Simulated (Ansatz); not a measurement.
This Ansatz (a quantum-chemistry and plane-wave program) input (PBE/aug-cc-pVDZ) gives -177.02044 Eh with 87 basis functions.

Ansatz 0.2 input:
```yaml
crystal:
  periodic: [false, false, false]
  atoms:
    - {symbol: C, position_ang: [-0.01075073, 0.64443952, -0.00020773]}
    - {symbol: C, position_ang: [1.14148505, -0.05703999, 0.00113003]}
    - {symbol: F, position_ang: [-1.11822560, -0.31777191, -0.00099264]}
    - {symbol: H, position_ang: [1.19675056, -1.15149369, 0.00151889]}
    - {symbol: H, position_ang: [2.08287389, 0.48704365, 0.00188105]}
basis:
  gaussian:
    orbitals: aug-cc-pVDZ
hamiltonian:
  xc: {name: PBE}
total_charge: -1
magnetization: {spin_polarized: false}
```

Change:
```diff
- orbitals: aug-cc-pVDZ
+ orbitals: cc-pVDZ
```

Problem. What does the run give now?

Solution. -176.97304 Eh (PBE/cc-pVDZ, 52 functions), a change of +47.40 mEh.
